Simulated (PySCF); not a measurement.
One of the candidates below gave these computed data.

All candidates are C5H11S (charge -1).

| technique | computed result |
| --- | --- |
| 1H NMR | chemical shifts (computed TMS as zero) by class: 2.50 (1 H), 1.45 (2 H), 1.22 (2 H), 1.08 (6 H) ppm [GIAO PBE0/pcSseg-1] |
| Rotational structure | rotational constants A, B, C: 3.241, 2.093, 1.366 GHz [GFN2-xTB] |
| NMR, other nuclei | isotropic shieldings of nuclei other than C and H, by class: 554 (1 S) ppm [GIAO PBE0/pcSseg-1] |
| 13C NMR | chemical shifts (computed TMS as zero) by class: 53.7 (1 C), 41.2 (2 C), 16.2 (2 C) ppm [GIAO PBE0/pcSseg-1] |

Electronic properties: PySCF, gas phase, density fitting. Levels stand in brackets. Isolated species at its GFN2-xTB geometry (one conformer only). The HOMO energy is positive, so at this level the finite basis confines the outermost electrons. No diffuse functions stand in pcSseg-1, which bears on an anion's orbital energies. NMR classes are plain means over equivalent atoms (diastereotopic ones count apart unless rotation or inversion swaps them), as if these changed places fast.

Question: Which candidate is it?
A. `CCC([S-])CC`
B. `CCC[C@@H](C)[S-]`
C. `CC(C)CC[S-]`

Answer: A. It is `CCC([S-])CC`. Numbering: `[CH3:1][CH2:2][CH:3]([S-:4])[CH2:5][CH3:6]`. 5 carbons fall into 3 classes; from least to most shielded: sp3 carbon bound to sulfur [C3] (53.7 ppm), chain CH2 carbon [C2/C5] (41.2 ppm, 2 C, up to 8.9 ppm apart in this geometry), methyl carbon [C1/C6] (16.2 ppm, 2 C, up to 2.2 ppm apart in this geometry). Hydrogen classes from least to most shielded: 1 H on an sp3 carbon bound to sulfur, C3 (2.50 ppm), 2 H on 2 chain CH2 carbons, C2/C5 (1.45 ppm, a mean of values up to 0.8 ppm apart in this geometry), 2 H on 2 chain CH2 carbons, C2/C5 (1.22 ppm, a mean of values up to 2.2 ppm apart in this geometry), 6 H on 2 methyl carbons, C1/C6 (1.08 ppm, a mean of values up to 3.9 ppm apart in this geometry). The other shieldings belong to: 554 ppm, thiolate sulfur [S4]. The optimised geometry has point group C1 and is an asymmetric top.

The others, at the same levels:
- `CC(C)CC[S-]` fails: it has 4 carbon classes against 3; its computed 13C shifts are 52.8 (1 C), 35.7 (1 C), 25.2 (2 C), 23.5 (1 C) ppm, 1H shifts are 4.81 (1 H), 3.13 (2 H), 1.04 (2 H), 0.59 (6 H) ppm and rotational constant A is 4.725 GHz (against 3.241 GHz).
- `CCC[C@@H](C)[S-]` fails: it has 5 carbon classes against 3; its computed 13C shifts are 58.7 (1 C), 44.4 (1 C), 31.6 (1 C), 28.2 (1 C), 18.9 (1 C) ppm, 1H shifts are 3.07 (1 H), 2.11 (1 H), 1.12 (3 H), 0.97 (1 H), 0.94 (1 H), 0.94 (1 H), 0.76 (3 H) ppm and rotational constant A is 5.547 GHz (against 3.241 GHz).

Each candidate is one conformer, not necessarily the lowest. Dipoles, sizes and rotational constants follow the conformer. The torsions of the flexible species, by atom-mapped SMILES:
- `[CH3:1][CH2:2][CH:3]([S-:4])[CH2:5][CH3:6]`: C1–C2–C3–S4 -168°, C2–C3–C5–C6 -176°
- `[CH3:1][CH:2]([CH3:3])[CH2:4][CH2:5][S-:6]`: C1–C2–C4–C5 -72°, C2–C4–C5–S6 -55°
- `[CH3:1][CH2:2][CH2:3][C@@H:4]([CH3:5])[S-:6]`: C1–C2–C3–C4 175°, C2–C3–C4–C5 65°
